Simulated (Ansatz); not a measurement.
This Ansatz (a first-principles code) input (wB97M-V/def2-TZVPPD) gives -1.16137 Eh with 34 basis functions. A basis named .json is the Basis Set Exchange file of that set (core-valence sets with the plain set on hydrogen).

Ansatz 0.2 input:
```yaml
crystal:
  periodic: [false, false, false]
  atoms:
    - {symbol: H, position_ang: [-0.00000000, -0.00000000, -0.37201156]}
    - {symbol: H, position_ang: [0.00000000, 0.00000000, 0.37201156]}
basis:
  gaussian:
    orbitals: def2-TZVPPD.json
hamiltonian:
  xc: {name: wB97M-V}
magnetization: {spin_polarized: false}
```

Change:
```diff
- orbitals: def2-TZVPPD.json
+ orbitals: 6-31G*
```

Question: What does the run give now?

Answer: -1.15618 Eh (wB97M-V/6-31G*, 4 functions), a change of +5.19 mEh.
